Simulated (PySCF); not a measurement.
# C₅H₁₀S: NMR shifts in gas and solvents, part 2 of 2

PySCF 2.14.0. Atoms count from 0. The steps go on from the part before.

### Step 7. NMR shieldings: WP04/pcSseg-2 in chloroform

What the job is given:

```
{"job": {"kind": "nmr", "xc": "WP04", "basis": "pcSseg-2", "pop": false, "solvent": "chloroform"}, "charge": 0, "multiplicity": 1}
S      2.189687     1.023312     0.038234
C      1.065942    -0.340058     0.483187
C     -0.141319     0.110175     1.299971
C     -1.148611     0.608686     0.255033
C     -0.779675    -0.111171    -1.062275
C      0.416032    -1.009515    -0.723895
H      1.290915     1.775437    -0.616147
H      1.714884    -1.021191     1.037677
H     -0.545277    -0.764502     1.820852
H      0.109497     0.858013     2.052185
H     -2.175611     0.407104     0.563313
H     -1.070738     1.691743     0.135805
H     -1.611838    -0.689017    -1.466848
H     -0.505417     0.614134    -1.831676
H      1.106204    -1.148864    -1.555926
H      0.063110    -1.999209    -0.413746
```

Level: GIAO WP04/pcSseg-2 NMR shielding, non-relativistic, IEF-PCM chloroform.

Log:

```text
coarse grid: 13256 points
cycle   1  E = -603.7839907081  dE =  4.380e-01  |g| = 6.508e-01  |ddm| = 2.543e+00
cycle   2  E = -603.7075076580  dE =  7.648e-02  |g| = 8.490e-01  |ddm| = 1.268e+00
cycle   3  E = -603.8903535242  dE = -1.828e-01  |g| = 1.198e-01  |ddm| = 7.510e-01
cycle   4  E = -603.8932499807  dE = -2.896e-03  |g| = 3.614e-02  |ddm| = 1.364e-01
cycle   5  E = -603.8935049809  dE = -2.550e-04  |g| = 1.336e-02  |ddm| = 3.733e-02
cycle   6  E = -603.8935451341  dE = -4.015e-05  |g| = 3.368e-03  |ddm| = 1.228e-02
cycle   7  E = -603.8935478682  dE = -2.734e-06  |g| = 3.429e-04  |ddm| = 3.495e-03
final grid: 121512 points
cycle   8  E = -603.9118228243  dE = -2.466e-04  |g| = 9.705e-03  |ddm| = 1.466e-01
cycle   9  E = -603.9117977951  dE =  2.503e-05  |g| = 1.378e-02  |ddm| = 1.834e-02
cycle  10  E = -603.9118457428  dE = -4.795e-05  |g| = 1.231e-03  |ddm| = 1.136e-02
cycle  11  E = -603.9118459780  dE = -2.352e-07  |g| = 7.087e-04  |ddm| = 1.680e-03
cycle  12  E = -603.9118460909  dE = -1.130e-07  |g| = 1.650e-04  |ddm| = 6.396e-04
cycle  13  E = -603.9118460972  dE = -6.253e-09  |g| = 1.990e-05  |ddm| = 1.583e-04
cycle  14  E = -603.9118460973  dE = -1.055e-10  |g| = 3.050e-06  |ddm| = 3.259e-05
converged SCF energy = -603.9118460973

GIAO shielding tensors (ppm)
atom      isotropic    diamagn.    paramagn.     s11        s22        s33       span
  0 S      501.999    1059.865    -557.866    297.987    484.184    723.825    425.837
  1 C      120.394     245.875    -125.481    106.724    125.792    128.664     21.940
  2 C      131.607     244.744    -113.136    106.399    130.876    157.547     51.148
  3 C      147.822     243.619     -95.796    116.880    156.334    170.253     53.373
  4 C      147.822     243.653     -95.831    117.060    156.190    170.215     53.155
  5 C      131.505     244.777    -113.273    106.371    130.905    157.238     50.867
  6 H       29.749      33.297      -3.548     22.598     30.418     36.232     13.635
  7 H       28.919      29.652      -0.732     24.368     27.279     35.111     10.743
  8 H       29.931      31.712      -1.781     25.319     27.766     36.707     11.388
  9 H       30.088      30.411      -0.323     26.237     28.228     35.798      9.560
 10 H       30.195      30.308      -0.113     25.466     28.032     37.086     11.620
 11 H       30.033      32.012      -1.979     26.840     27.414     35.844      9.004
 12 H       30.196      30.288      -0.092     25.488     28.013     37.086     11.598
 13 H       30.032      32.061      -2.029     26.886     27.408     35.801      8.915
 14 H       30.091      30.394      -0.303     26.232     28.203     35.839      9.607
 15 H       29.939      31.742      -1.804     25.360     27.746     36.710     11.350
```

It took 68 s on 1 thread of Arm Neoverse V1, shared host; peak memory 1.6 GiB.

This run: δ C1 54.7, C2 43.5, C3 27.3, S0 -23, H7 2.95, H6 2.12 ppm (means over like atoms).

### Step 8. NMR shieldings: wB97X-D/pcSseg-2 in chloroform

The job, as its differences from that of step 7:

```diff
@@ -1,2 +1,2 @@
-{"job": {"kind": "nmr", "xc": "WP04", "basis": "pcSseg-2", "pop": false, "solvent": "chloroform"}, "charge": 0, "multiplicity": 1}
+{"job": {"kind": "nmr", "xc": "wB97X-D", "basis": "pcSseg-2", "pop": false, "solvent": "chloroform"}, "charge": 0, "multiplicity": 1}
 S      2.189687     1.023312     0.038234
```

Level: GIAO wB97X-D/pcSseg-2 NMR shielding, non-relativistic, IEF-PCM chloroform.

Log:

```text
coarse grid: 13256 points
cycle   1  E = -594.7368965574  dE =  8.466e-01  |g| = 2.882e-01  |ddm| = 2.604e+00
cycle   2  E = -594.7559769681  dE = -1.908e-02  |g| = 1.782e-01  |ddm| = 4.774e-01
cycle   3  E = -594.7628652740  dE = -6.888e-03  |g| = 3.598e-02  |ddm| = 1.497e-01
cycle   4  E = -594.7631892391  dE = -3.240e-04  |g| = 1.033e-02  |ddm| = 4.567e-02
cycle   5  E = -594.7632213867  dE = -3.215e-05  |g| = 3.429e-03  |ddm| = 2.197e-02
cycle   6  E = -594.7632245237  dE = -3.137e-06  |g| = 7.103e-04  |ddm| = 5.804e-03
final grid: 121512 points
cycle   7  E = -594.7752906433  dE = -3.815e-04  |g| = 8.142e-03  |ddm| = 8.391e-02
cycle   8  E = -594.7752955459  dE = -4.903e-06  |g| = 6.871e-03  |ddm| = 1.385e-02
cycle   9  E = -594.7753059925  dE = -1.045e-05  |g| = 8.005e-04  |ddm| = 5.935e-03
cycle  10  E = -594.7753061770  dE = -1.845e-07  |g| = 3.052e-04  |ddm| = 1.422e-03
cycle  11  E = -594.7753061997  dE = -2.271e-08  |g| = 7.848e-05  |ddm| = 4.676e-04
cycle  12  E = -594.7753062020  dE = -2.309e-09  |g| = 2.408e-05  |ddm| = 1.678e-04
cycle  13  E = -594.7753062023  dE = -2.758e-10  |g| = 5.631e-06  |ddm| = 7.538e-05
converged SCF energy = -594.7753062023

GIAO shielding tensors (ppm)
atom      isotropic    diamagn.    paramagn.     s11        s22        s33       span
  0 S      557.738    1056.436    -498.698    346.779    549.959    776.476    429.697
  1 C      138.117     244.780    -106.663    124.849    142.898    146.605     21.756
  2 C      145.239     244.246     -99.007    119.815    143.642    172.259     52.443
  3 C      163.437     244.200     -80.763    132.067    172.870    185.374     53.307
  4 C      163.410     244.192     -80.781    132.240    172.674    185.316     53.076
  5 C      145.110     244.265     -99.155    119.755    143.647    171.927     52.172
  6 H       29.017      32.171      -3.154     21.671     29.560     35.820     14.148
  7 H       28.567      29.891      -1.324     23.525     26.727     35.448     11.923
  8 H       29.673      31.058      -1.384     24.578     27.345     37.097     12.518
  9 H       29.852      30.052      -0.200     25.699     27.770     36.086     10.388
 10 H       29.892      30.007      -0.115     24.680     27.547     37.450     12.770
 11 H       29.739      31.510      -1.771     26.171     26.861     36.184     10.013
 12 H       29.893      29.989      -0.096     24.704     27.527     37.449     12.744
 13 H       29.740      31.549      -1.809     26.230     26.848     36.141      9.911
 14 H       29.855      30.038      -0.183     25.693     27.742     36.130     10.437
 15 H       29.681      31.081      -1.400     24.620     27.323     37.099     12.479
```

Wall time 88 s (1 thread of Arm Neoverse V1, shared host); peak memory 1.9 GiB.

Key values: δ C1 49.0, C2 41.9, C3 23.7, S0 -47, H7 3.05, H6 2.60 ppm (means over like atoms).

### Step 9. Run by run: NMR shifts

Shifts (ppm) of some atoms, chosen among heavy atoms and hydrogens apart, means over like atoms, with basis size and wall time:

| run | C1 | C2 | C3 | H7 | H6 | H9 | S0 | functions | time |
| --- | --- | --- | --- | --- | --- | --- | --- | --- | --- |
| PBE0/pcSseg-2 | 49.1 | 41.4 | 23.1 | 3.01 | 2.23 | 1.86 | -40 | 363 | 79 s |
| KT3/pcSseg-2 | 50.7 | 41.6 | 24.2 | 3.17 | 2.11 | 1.94 | -21 | 363 | 92 s |
| wB97X-D/pcSseg-2 | 48.2 | 41.3 | 23.3 | 2.87 | 2.20 | 1.82 | -34 | 363 | 89 s |
| B97-2/pcSseg-2 | 49.5 | 41.3 | 23.7 | 3.00 | 2.17 | 1.87 | -34 | 363 | 63 s |
| WP04/pcSseg-2 in chloroform | 54.7 | 43.5 | 27.3 | 2.95 | 2.12 | 1.78 | -23 | 363 | 68 s |
| wB97X-D/pcSseg-2 in chloroform | 49.0 | 41.9 | 23.7 | 3.05 | 2.60 | 1.76 | -47 | 363 | 88 s |
| measured | 38.3 | 37.7 | 24.6 | – | – | – | – | – | – |

Measured: solution, not stated per compound (mostly CDCl3 or CCl4); Pretsch, Buehlmann, Badertscher, Structure Determination of Organic Compounds, 4th ed. (2009).

### Step 10. Outcome

What follows sums up all 2 parts.

| quantity | value |
| --- | --- |
| point group | Cs |
| rotational constants (main isotopes) | 4.63, 2.23, 2.02 GHz |
| ¹³C shifts against TMS (PBE0/pcSseg-2, means over atoms taken as alike) | 49.1, 41.4, 23.1 ppm |
| ¹H shifts against TMS (PBE0/pcSseg-2, means over atoms taken as alike) | 3.01, 2.23, 1.92, 1.90, 1.86, 1.71 ppm |
| ³³S shifts against CS2 (PBE0/pcSseg-2) | -40 ppm |
| measured, and computed on the same scale | C1 δ 38.3, 49.1; C2 δ 37.7, 41.4; C3 δ 24.6, 23.1 ppm |
| surface potential, 1st and 99th percentile | -1.05 V and 0.97 V |
| range of the shift of S0 (wB97X-D/pcSseg-2 runs) | -47 to -34 ppm |

Over 7 steps the energy fell by 0.093 eV; of the close pairs, C3–H10 changed most, 1.132 to 1.091 Å. At PBE0/pcSseg-2: The largest span, 425 ppm, is at S0, where the paramagnetic term is -503 ppm. 3 measured ¹³C shifts can be compared: mean absolute error 5.3 ppm, mean signed error +4.3 ppm. Vibration, temperature and solvent are missing from the calculation, and it holds one conformer, so part of the miss against the measured shifts is not the functional's. At one level, wB97X-D/pcSseg-2: Across the 2 runs the shift of S0 moves most, between -47 (wB97X-D/pcSseg-2 in chloroform) and -34 ppm (wB97X-D/pcSseg-2).
